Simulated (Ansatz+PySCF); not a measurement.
# doublet CH₃O: levels of theory in one basis

```tsv
atom	x (Å)	y (Å)	z (Å)
C	0.0811	-0.0141	-0.6705
O	0.0237	-0.0937	0.6556
H	-0.0319	0.8123	1.0183
H	0.0846	-1.0133	-1.1106
H	-0.4309	0.8418	-1.2370
```

Basis set: def2-SVP (spherical functions). Correlated methods keep 2 orbitals frozen. Correlation on ROHF uses semicanonical orbitals with singles. Charge 0, multiplicity 2.

Computed with Ansatz (development build ahead of 0.2.0); each method stands on the lowest determinant of its kind that the runs found.

| method | E − E(ROHF) (eV) | <S²> of the determinant |
| --- | --- | --- |
| ROHF | 0.00 | 0.75 |
| UHF | -0.11 | 0.76 |
| ROHF-MP2 | -8.52 | – |
| UHF-MP2 | -8.51 | 0.76 |
| ROHF-CCSD | -9.14 | – |
| UHF-CCSD | -9.15 | 0.76 |

Task: What does ROHF-CCSD(T) give on the same scale?

Result: -9.34 eV.

Task: Is a single determinant a sound starting point here?

Result: By this sign, yes. Unrestricted orbitals gain 0.11 eV and <S²> is 0.76 against 0.75 for a pure state.
